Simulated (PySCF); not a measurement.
Compound: C5H12N (charge +1).
Atom-mapped SMILES: `[CH2:1]=[CH:2][N+:3]([CH3:4])([CH3:5])[CH3:6]` (hydrogens: H7, H8 on C1; H9 on C2; H10, H11, H12 on C4; H13, H14, H15 on C5; H16, H17, H18 on C6)

Computed, not measured: PBE0-D3(BJ)/def2-TZVP geometry optimisation, gas phase in PySCF.

Give the optimised bond lengths and angles.

| bond | length (Å) | order |
| --- | --- | --- |
| C1=C2 | 1.315 | double |
| C2–N3 | 1.473 | single |
| N3–C4, N3–C6 | 1.496 | single |
| N3–C5 | 1.486 | single |
| C1–H7 | 1.083 | single |
| C1–H8 | 1.082 | single |
| C2–H9 | 1.083 | single |
| C4–H10 and 8 like bonds | 1.088 | single |

Bonds in one row agree within 0.01 Å and their mean is given. Orders are formal, as drawn. A selection of angles:
| angle | degrees |
| --- | --- |
| C2–C1–H7 | 118.5 |
| C2–C1–H8 | 124.5 |
| H7–C1–H8 | 117.0 |
| C1–C2–N3 | 125.2 |
| C1–C2–H9 | 123.5 |
| N3–C2–H9 | 111.3 |
| C2–N3–C4 | 108.1 |
| C2–N3–C5 | 113.2 |
| C4–N3–C5 | 109.1 |
| N3–C4–H10 | 108.7 |
| H10–C4–H11 | 110.6 |
| H10–C4–H12 | 110.0 |
| N3–C5–H14 | 108.0 |

Dihedral angles: C1–C2–N3–C4 -121° (anticlinal).

The C–N distances run from 1.473 Å (C2–N3, drawn single) to 1.497 Å (N3–C6, drawn single), a spread of 0.024 Å. C2 (vinylic carbon bearing nitrogen) is planar (angles 125.2°, 123.5° and 111.3°, sum 360.0°, 0.00 Å off the plane of its three neighbours). C1 (terminal =CH2 carbon) is planar (angles 124.5°, 118.5° and 117.0°, sum 360.0°, 0.00 Å off the plane of its three neighbours). Of the pairs four or more bonds apart, C5···H8 is among the closest relative to their van der Waals radii: 2.55 Å, 88 % of the sum of Bondi's values. N3 (ammonium nitrogen) is distorted tetrahedral (angles from 108.0° to 113.2°).

Point group: Cs (every atom within 0.08 Å of its image). No frequency check. Isolated species at its PBE0-D3(BJ)/def2-TZVP geometry, gas phase.

On AMD EPYC, 2 threads, shared host with 64 logical CPUs at a one-minute load of 64, this took 5.2 min wall, 13 min CPU and 1.7 GiB of memory at its peak. This is the geometry optimisation.
